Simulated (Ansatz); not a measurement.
Sn (diamond): values from a third-order Birch-Murnaghan fit to a volume scan beside measured ones. Computed values: PBE (plane waves to 420 eV, PAW, scalar-relativistic; Ansatz, a first-principles code). Sn was relaxed with its symmetry unable to fall. The PAW data are Ansatz's earlier set.

| quantity | reference | kind |
|---|---|---|
| Lattice constant a (Å) | 6.477 | measured, corrected to the static lattice |
| Bulk modulus B₀ (GPa) | 42.8 | measured, corrected to the static lattice |

References as given in: Daniel Mejia-Rodriguez, S. B. Trickey, Physical Review B (2018), arXiv:1807.09216.

Problem. Estimate the PBE values and the sign and size of each difference.

Solution. 
```tsv
quantity	PBE	difference
Lattice constant a (Å)	6.656	+2.8 %
Bulk modulus B₀ (GPa)	35.7	-16.7 %
```

PBE overestimates the lattice constant a by 2.8 %. PBE underestimates the bulk modulus B₀ by 16.7 %.

(A scan under strain: stresses follow from slopes of the energy per volume, elastic moduli from its curvatures.)
